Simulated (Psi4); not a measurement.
A run for Psi4: SAPT0/jun-cc-pV(D+d)Z on CH6O2 (a complex).

```
memory 2025 MB

molecule dimer {
0 1
O    -1.30801461    0.45421850   -0.00376453
H    -0.34374561    0.42174650   -0.00341053
C    -1.76944361   -0.88123350    0.00450847
H    -2.85572961   -0.84984650    0.00364547
H    -1.44741861   -1.44071750   -0.87702053
H    -1.44848061   -1.42941250    0.89350147
--
0 1
O     2.63256739    0.32407150   -0.00021653
H     3.07177139    0.71222350   -0.76008853
H     3.07045139    0.72667550    0.75287347
units angstrom
symmetry c1
no_reorient
no_com
}

set {
  basis jun-cc-pV(D+d)Z
  scf_type df
  freeze_core true
}

energy('sapt0')
```

It printed:

```
[...]
==> Input File <==

--------------------------------------------------------------------------
memory 2025 MB

molecule dimer {
0 1
O    -1.30801461    0.45421850   -0.00376453
H    -0.34374561    0.42174650   -0.00341053
C    -1.76944361   -0.88123350    0.00450847
H    -2.85572961   -0.84984650    0.00364547
H    -1.44741861   -1.44071750   -0.87702053
H    -1.44848061   -1.42941250    0.89350147
--
0 1
O     2.63256739    0.32407150   -0.00021653
H     3.07177139    0.71222350   -0.76008853
H     3.07045139    0.72667550    0.75287347
units angstrom
symmetry c1
no_reorient
no_com
}

set {
  basis jun-cc-pV(D+d)Z
  scf_type df
  freeze_core true
}

energy('sapt0')
--------------------------------------------------------------------------


   => Loading Basis Set <=

    Name: JUN-CC-PV(D+D)Z
    Role: ORBITAL
    Keyword: BASIS
    atoms 1, 7        entry O          line   256 file jun-cc-pv_dpd_z.gbs
    atoms 2, 4-6, 8-9 entry H          line    60 file jun-cc-pv_dpd_z.gbs
    atoms 3           entry C          line   188 file jun-cc-pv_dpd_z.gbs

   => Loading Basis Set <=

    Name: JUN-CC-PV(D+D)Z
    Role: ORBITAL
    Keyword: BASIS
    atoms 1, 7        entry O          line   256 file jun-cc-pv_dpd_z.gbs
    atoms 2, 4-6, 8-9 entry H          line    60 file jun-cc-pv_dpd_z.gbs
    atoms 3           entry C          line   188 file jun-cc-pv_dpd_z.gbs


  //>>>>>>>>>>>>>>>>>>>>>>>>>>>>>>>>>>>//
  //              Dimer HF             //
  //<<<<<<<<<<<<<<<<<<<<<<<<<<<<<<<<<<<//

   => Libint2 <=

    Primary   basis highest AM E, G, H:  7, 6, 3
    Auxiliary basis highest AM E, G, H:  7, 7, 4
    Onebody   basis highest AM E, G, H:  -, -, -
    Solid Harmonics ordering:            Gaussian


   => Loading Basis Set <=

    Name: JUN-CC-PV(D+D)Z
    Role: ORBITAL
    Keyword: BASIS
    atoms 1, 7        entry O          line   256 file jun-cc-pv_dpd_z.gbs
    atoms 2, 4-6, 8-9 entry H          line    60 file jun-cc-pv_dpd_z.gbs
    atoms 3           entry C          line   188 file jun-cc-pv_dpd_z.gbs


         ---------------------------------------------------------
                                   SCF
               by Justin Turney, Rob Parrish, Andy Simmonett
                          and Daniel G. A. Smith
                              RHF Reference
                        1 Threads,   1931 MiB Core
         ---------------------------------------------------------

  ==> Geometry <==

    Molecular point group: c1
    Full point group: C1

    Geometry (in Angstrom), charge = 0, multiplicity = 1:

       Center              X                  Y                   Z               Mass
    ------------   -----------------  -----------------  -----------------  -----------------
         O           -1.308014610000     0.454218500000    -0.003764530000    15.994914619570
         H           -0.343745610000     0.421746500000    -0.003410530000     1.007825032230
         C           -1.769443610000    -0.881233500000     0.004508470000    12.000000000000
         H           -2.855729610000    -0.849846500000     0.003645470000     1.007825032230
         H           -1.447418610000    -1.440717500000    -0.877020530000     1.007825032230
         H           -1.448480610000    -1.429412500000     0.893501470000     1.007825032230
         O            2.632567390000     0.324071500000    -0.000216530000    15.994914619570
         H            3.071771390000     0.712223500000    -0.760088530000     1.007825032230
         H            3.070451390000     0.726675500000     0.752873470000     1.007825032230

  Running in c1 symmetry.

  Rotational constants: A =      0.97938  B =      0.07804  C =      0.07401 [cm^-1]
  Rotational constants: A =  29361.12369  B =   2339.52026  C =   2218.86959 [MHz]
  Nuclear repulsion =   71.814301878706743

  Charge       = 0
  Multiplicity = 1
  Electrons    = 28
  Nalpha       = 14
  Nbeta        = 14

  ==> Algorithm <==

  SCF Algorithm Type is DF.
  DIIS enabled.
  MOM disabled.
  Fractional occupation disabled.
  Guess Type is SAD.
  Energy threshold   = 1.00e-08
  Density threshold  = 1.00e-08
  Integral threshold = 1.00e-12

  ==> Primary Basis <==

  Basis Set: JUN-CC-PV(D+D)Z
    Blend: JUN-CC-PV(D+D)Z
    Number of shells: 42
    Number of basis functions: 84
    Number of Cartesian functions: 87
    Spherical Harmonics?: true
    Max angular momentum: 2

   => Loading Basis Set <=

    Name: (JUN-CC-PV(D+D)Z AUX)
    Role: JKFIT
    Keyword: DF_BASIS_SCF
    atoms 1, 7        entry O          line   258 file jun-cc-pvdz-jkfit.gbs
    atoms 2, 4-6, 8-9 entry H          line    70 file jun-cc-pvdz-jkfit.gbs
    atoms 3           entry C          line   146 file jun-cc-pvdz-jkfit.gbs

  ==> Integral Setup <==

  DFHelper Memory: AOs need 0.020 GiB; user supplied 1.414 GiB.
  SCF_SUBTYPE=INCORE selected. In-core MEM_DF algorithm will be used.
  Using in-core AOs.

  ==> MemDFJK: Density-Fitted J/K Matrices <==

    J tasked:                 
[...]

      78A      5.105871    79A      5.287677    80A      5.561882
      81A      5.954772    82A      6.832486    83A     18.448093
      84A     33.515865

    Final Occupation by Irrep:
              A
    DOCC [     5 ]
    NA   [     5 ]
    NB   [     5 ]

  @DF-RHF Final Energy:   -76.03759695916145

   => Energetics <=

    Nuclear Repulsion Energy =              9.1723717432715812
    One-Electron Energy =                -122.9309251114608372
    Two-Electron Energy =                  37.7209564090278064
    Total Energy =                        -76.0375969591614478

Computation Completed


Properties will be evaluated at   0.000000,   0.000000,   0.000000 [a0]

Properties computed using the SCF density matrix


 Multipole Moments:

 ------------------------------------------------------------------------------------
     Multipole            Electronic (a.u.)      Nuclear  (a.u.)        Total (a.u.)
 ------------------------------------------------------------------------------------

 L = 1.  Multiply by 2.5417464519 to convert [e a0] to [Debye]
 Dipole X            :        -50.7742214           51.4057698            0.6315485
 Dipole Y            :         -7.0423918            7.6183761            0.5759843
 Dipole Z            :          0.0119640           -0.0169079           -0.0049440
 Magnitude           :                                                    0.8547724

 ------------------------------------------------------------------------------------

  Constructing Basis Sets for SAPT...

   => Loading Basis Set <=

    Name: (JUN-CC-PV(D+D)Z AUX)
    Role: RIFIT
    Keyword: DF_BASIS_SAPT
    atoms 1, 7        entry O          line   188 file jun-cc-pvdz-ri.gbs
    atoms 2, 4-6, 8-9 entry H          line    30 file jun-cc-pvdz-ri.gbs
    atoms 3           entry C          line   100 file jun-cc-pvdz-ri.gbs

   => Loading Basis Set <=

    Name: (JUN-CC-PV(D+D)Z AUX)
    Role: JKFIT
    Keyword: DF_BASIS_ELST
    atoms 1, 7        entry O          line   258 file jun-cc-pvdz-jkfit.gbs
    atoms 2, 4-6, 8-9 entry H          line    70 file jun-cc-pvdz-jkfit.gbs
    atoms 3           entry C          line   146 file jun-cc-pvdz-jkfit.gbs


  //>>>>>>>>>>>>>>>>>>>>>>>>>>>>>>>>>>>//
  //               SAPT0               //
  //<<<<<<<<<<<<<<<<<<<<<<<<<<<<<<<<<<<//



        SAPT0
    Ed Hohenstein
     6 June 2009

      Orbital Information
  --------------------------
    NSO        =        84
    NMO        =        84
    NRI        =       279
    NRI (Elst) =       375
    NOCC A     =         9
    NOCC B     =         5
    FOCC A     =         2
    FOCC B     =         1
    NVIR A     =        75
    NVIR B     =        79

    Elst10,r            =    -0.003637187769 [Eh]
    Exch10              =     0.000248306917 [Eh]
    Exch10 (S^2)        =     0.000248249172 [Eh]

    Maxiter = 50
    CPHF R converge = 1.000000E-08

    Iter     Energy [mEh]          dE [mEh]         Residual      Time [s]
       1      -0.09585045       0.095850449     2.233694e-03             0
       2      -0.10911483       0.013264384     1.121514e-03             0
       3      -0.11645140       0.007336569     3.003719e-04             0
       4      -0.11706486       0.000613457     7.133883e-05             0
       5      -0.11663559      -0.000429270     1.192494e-05             0
       6      -0.11665723       0.000021641     4.193640e-06             0
       7      -0.11667042       0.000013188     7.503008e-07             0
       8      -0.11666817      -0.000002251     1.213697e-07             0
       9      -0.11666833       0.000000159     2.295551e-08             0
      10      -0.11666833       0.000000000     4.700854e-09             0

    CHF Iterations converged

    Maxiter = 50
    CPHF R converge = 1.000000E-08

    Iter     Energy [mEh]          dE [mEh]         Residual      Time [s]
       1      -0.08526353       0.085263533     1.992519e-03             0
       2      -0.10172607       0.016462532     1.044904e-03             0
       3      -0.10851388       0.006787811     1.883862e-04             0
       4      -0.10824310      -0.000270779     4.664960e-05             0
       5      -0.10809684      -0.000146256     7.381840e-06             0
       6      -0.10812942       0.000032580     1.359658e-06             0
       7      -0.10812550      -0.000003919     1.798734e-07             0
       8      -0.10812574       0.000000243     3.445105e-08             0
       9      -0.10812573      -0.000000019     6.626289e-09             0

    CHF Iterations converged

    Ind20,r (A<-B)      =    -0.000116668328 [Eh]
    Ind20,r (B<-A)      =    -0.000108125725 [Eh]
    Ind20,r             =    -0.000224794053 [Eh]
    Exch-Ind20,r (A<-B) =     0.000008692123 [Eh]
    Exch-Ind20,r (B<-A) =     0.000026895672 [Eh]
    Exch-Ind20,r        =     0.000035587795 [Eh]
    Disp20              =    -0.000324835204 [Eh]
    Disp20 (SS)         =    -0.000162417602 [Eh]
    Disp20 (OS)         =    -0.000162417602 [Eh]
    Exch-Disp20         =     0.000014496790 [Eh]
    Exch-Disp20 (SS)    =     0.000008290833 [Eh]
    Exch-Disp20 (OS)    =     0.000006205956 [Eh]

    SAPT Results
  --------------------------------------------------------------------------------------------------------
    Electrostatics                 -3.63718777 [mEh]      -2.28236978 [kcal/mol]      -9.54943517 [kJ/mol]
      Elst10,r                     -3.63718777 [mEh]      -2.28236978 [kcal/mol]      -9.54943517 [kJ/mol]

    Exchange                        0.24830692 [mEh]       0.15581494 [kcal/mol]       0.65192972 [kJ/mol]
      Exch10                        0.24830692 [mEh]       0.15581494 [kcal/mol]       0.65192972 [kJ/mol]
      Exch10(S^2)                   0.24824917 [mEh]       0.15577871 [kcal/mol]       0.65177811 [kJ/mol]

    Induction                      -0.21931712 [mEh]      -0.13762357 [kcal/mol]      -0.57581703 [kJ/mol]
      Ind20,r                      -0.22479405 [mEh]      -0.14106040 [kcal/mol]      -0.59019670 [kJ/mol]
      Exch-Ind20,r                  0.03558779 [mEh]       0.02233168 [kcal/mol]       0.09343574 [kJ/mol]
      delta HF,r (2)               -0.03011087 [mEh]      -0.01889485 [kcal/mol]      -0.07905607 [kJ/mol]

    Dispersion                     -0.31033841 [mEh]      -0.19474030 [kcal/mol]      -0.81479339 [kJ/mol]
      Disp20                       -0.32483520 [mEh]      -0.20383717 [kcal/mol]      -0.85285471 [kJ/mol]
      Exch-Disp20                   0.01449679 [mEh]       0.00909687 [kcal/mol]       0.03806132 [kJ/mol]
      Disp20 (SS)                  -0.16241760 [mEh]      -0.10191858 [kcal/mol]      -0.42642736 [kJ/mol]
      Disp20 (OS)                  -0.16241760 [mEh]      -0.10191858 [kcal/mol]      -0.42642736 [kJ/mol]
      Exch-Disp20 (SS)              0.00829083 [mEh]       0.00520258 [kcal/mol]       0.02176758 [kJ/mol]
      Exch-Disp20 (OS)              0.00620596 [mEh]       0.00389430 [kcal/mol]       0.01629374 [kJ/mol]

  Total HF                         -3.60819798 [mEh]      -2.26417841 [kcal/mol]      -9.47332248 [kJ/mol]
  Total SAPT0                      -3.91853639 [mEh]      -2.45891871 [kcal/mol]     -10.28811587 [kJ/mol]

  Special recipe for scaled SAPT0 (see Manual):
    Electrostatics sSAPT0          -3.63718777 [mEh]      -2.28236978 [kcal/mol]      -9.54943517 [kJ/mol]
    Exchange sSAPT0                 0.24830692 [mEh]       0.15581494 [kcal/mol]       0.65192972 [kJ/mol]
    Induction sSAPT0               -0.21929228 [mEh]      -0.13760799 [kcal/mol]      -0.57575181 [kJ/mol]
    Dispersion sSAPT0              -0.31032830 [mEh]      -0.19473395 [kcal/mol]      -0.81476683 [kJ/mol]
  Total sSAPT0                     -3.91850143 [mEh]      -2.45889677 [kcal/mol]     -10.28802409 [kJ/mol]
  --------------------------------------------------------------------------------------------------------



*** Psi4 exiting successfully. Buy a developer a beer!
```

The run finished.

Cost: roughly 7 core-seconds.
